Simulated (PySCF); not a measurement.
## Carbon: a sound run and one with changed settings

Sound run: C [He] 2s2 2p2, C+ [He] 2s2 2p1. Calculation: PySCF 2.14, in def2-SVP; no relativity, point nucleus. The sound run starts from symmetry-adapted Hartree-Fock orbitals and uses a fine grid where one is needed.

Changed run: radial step 0.5 in ln r (0.13 in the sound run). This setting is unsound on purpose.

```
species  method  sound run (hartree)  changed run (hartree)  converged
      C     UHF            -37.64523              -37.64523        yes
      C   M06-L            -37.80179              -37.81027        yes
      C   B3LYP            -37.81406              -37.81649        yes
     C+     UHF            -37.24419              -37.24419        yes
     C+   M06-L            -37.37990              -37.39886        yes
     C+   B3LYP            -37.38787              -37.39092        yes
```

Ionisation energy of C:

```csv
method,sound run (eV),changed run (eV)
UHF,10.913,10.913
M06-L,11.480,11.195
B3LYP,11.597,11.580
```

A coarse radial grid mis-integrates the density and the exchange-correlation energy, with errors of either sign; Hartree-Fock needs no grid.

For comparison, NIST gives 11.260 eV between the lowest levels.
